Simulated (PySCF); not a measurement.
Species: formaldehyde, CH2O.
Bonds: C1–O2 (double). Hydrogens: H3, H4 on C1.

Level of theory: PySCF, B3LYP/def2-TZVP geometry optimisation, gas phase.

Question: List the bond lengths and angles at this level.

Answer: 
```
        bond  length (Å)   order
       C1=O2       1.199  double
C1–H3, C1–H4       1.107  single
```

Bonds in one row agree within 0.01 Å and their mean is given. Orders are formal, as drawn. A selection of angles:
```
   angle  degrees
O2–C1–H3    122.2
H3–C1–H4    115.9
```

Point group: C2v (every atom within 0.08 Å of its image). Not checked by B3LYP/def2-TZVP frequencies.

On an Arm Neoverse V2 with one thread, on a shared host, this took 1.9 s wall and 0.29 GiB of memory at its peak. These figures are those of the optimisation.

---

Species: phosphasilene FPSiF2, F3PSi.
Bonds: F1–P2, P2–Si3 (double), Si3–F4, Si3–F5.

Theory: PBE0-D3(BJ)/def2-SVP geometry optimisation, gas phase in PySCF.

Q: What internal coordinates does the optimisation give?

A: 
```
  bond  length (Å)
 F1–P2       1.645
P2=Si3       2.097
Si3–F4       1.605
Si3–F5       1.603
```

A selection of angles:
```
    angle  degrees
F1–P2–Si3     97.8
P2–Si3–F4    121.9
P2–Si3–F5    131.0
F4–Si3–F5    107.1
```

Torsions: F1–P2–Si3–F4 180° (antiperiplanar).

Si3 (silicon bonded to 2 F and P) is planar (angles 131.0°, 121.9° and 107.1°, sum 360.0°, 0.00 Å off the plane of its three neighbours). The 5 heavy atoms lie in one plane (0.001 Å rms).

Point group: Cs (tolerance 0.08 Å). No PBE0-D3(BJ)/def2-SVP frequencies stand behind this structure, so it isn't proved a minimum.

---

GeF2Cl2.
Bonds: Ge1–F2, Ge1–F3, Ge1–Cl4, Ge1–Cl5.

Method used: PBE0-D3(BJ)/def2-SVP geometry optimisation, gas phase (PySCF 2.14.0).

Problem. What internal coordinates does the optimisation give?

Solution. 
| bond | length (bohr) |
| --- | --- |
| Ge1–F2, Ge1–F3 | 3.233 |
| Ge1–Cl4, Ge1–Cl5 | 3.980 |

Bonds in one row agree within 0.02 bohr and their mean is given. A selection of angles:
| angle | degrees |
| --- | --- |
| F2–Ge1–F3 | 105.6 |
| F2–Ge1–Cl4 | 109.9 |
| Cl4–Ge1–Cl5 | 112.2 |

Ge1 (germanium bonded to 2 Cl and 2 F) is distorted tetrahedral (angles from 105.6° to 112.2°).

Point group: C2v (tolerance 0.08 Å). PBE0-D3(BJ)/def2-SVP frequencies: not computed here.

The run took 24 s of wall time on x86-64 server, one thread, no GPU (shared host). This is the geometry optimisation.

---

SbMe2Cl, C2H6ClSb.
Bonds: Sb1–C2, Sb1–C6, Sb1–Cl10. Hydrogens: H3, H4, H5 on C2; H7, H8, H9 on C6.

The calculation used PBE0-D3(BJ)/def2-SVP geometry optimisation, gas phase, def2 core potentials past Kr in PySCF.

List the bond lengths and angles at this level.

```tsv
bond	length (Å)
Sb1–C2, Sb1–C6	2.162
Sb1–Cl10	2.391
C2–H3 and 5 like bonds	1.099
```

Bonds in one row agree within 0.01 Å and their mean is given. A selection of angles:
```tsv
angle	degrees
C2–Sb1–C6	94.2
C2–Sb1–Cl10	93.9
Sb1–C2–H3	109.4
H3–C2–H4	109.9
```

Sb1 (antimony bonded to 2 C and Cl) is pyramidal (angles 94.2°, 94.0° and 93.9°, sum 282.2°, 1.19 Å off the plane of its three neighbours).

Point group: near Cs, missed by 0.13 Å at most; the miss may be what the optimiser left on a soft mode. Not checked by PBE0-D3(BJ)/def2-SVP frequencies.
